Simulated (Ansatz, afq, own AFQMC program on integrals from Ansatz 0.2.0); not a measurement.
# Atomization energy of Si3H6, singlet, worked out

```
atom    x (Å)    y (Å)    z (Å)
  Si  -1.2036  -0.1729  -0.5862
  Si   0.9063   0.8339  -0.5526
  Si   0.2981  -0.6627   1.1376
   H  -1.4730  -1.2211  -1.6117
   H  -2.3940   0.6673  -0.2703
   H   1.9171   0.3975  -1.5579
   H   0.9932   2.2836  -0.2154
   H   0.9394  -2.0084   1.1602
   H   0.0165  -0.1173   2.4964
```

Basis def2-TZVP. Only valence electrons are correlated. AFQMC by an in-house program on the Cholesky factors that Ansatz 0.2.0 writes for its CCSD(T) run. ph-AFQMC/CISD is guided by a CISD state made of CCSD amplitudes; releasing the constraint for a short imaginary time cuts its bias at the price of noise, slowly where states lie close. Error bars are statistical, one sigma.

Total energies in eV. CBS is CCSD(T) at the limit of def2-TZVPP/QZVPP (extrapolated itself); the highest rung of each member is named.

Cautions: Si₃H₆ (singlet): the released value is read at 1.50 1/Eh (meV from the phaseless value at times in 1/Eh: -2 ± 8 at 0.24, -5 ± 7 at 0.51, -11 ± 8 at 0.99, -13 ± 9 at 1.50).

```csv
member,count,CCSD(T)/def2-TZVP,highest rung in def2-TZVP,which,CCSD(T)/CBS
Si (triplet),+3,-7862.0972,-7862.1201,FCI,-7862.5000
H (doublet),+6,-13.6005,-13.6005,FCI,-13.6059
"Si₃H₆, singlet",-1,-23692.7249,-23692.8156 ± 0.0094,released AFQMC,-23695.2041
```

**Question.** Work out the best estimate of the atomization energy: the CCSD(T)/CBS difference plus the step from CCSD(T) to the highest rung.

**Answer.** Sums with the counts: CCSD(T)/CBS 26.0687 eV, highest rung 24.8523 eV, CCSD(T)/def2-TZVP 24.8303 eV. The step is 24.8523 − 24.8303 = 0.0220 eV, so the best estimate is 26.0687 + (0.0220) = 26.0907 eV, with sampling noise 0.009 eV. The basis set is worth 1.238 eV of it. Zero-point, core-correlation and spin–orbit terms aren't in it. Past Ne the Hartree–Fock part of each CBS total tends to overshoot, since the cores don't follow the formula; that largely cancels in the difference.

Best estimates are given only where the step beyond CCSD(T) is under 0.3 eV and no member's determinant is very poor (T1 over 0.05, or 0.07 for open shells, ⟨S²⟩ too high by 0.3, two states mixed), so the hardest cases are missing from such tables.

Each member of a difference takes its own highest rung, so a best estimate needn't equal the limit plus the step of one row. Released energies are given only where the last usable release times agree within the noise; a slower fall can still hide under it.
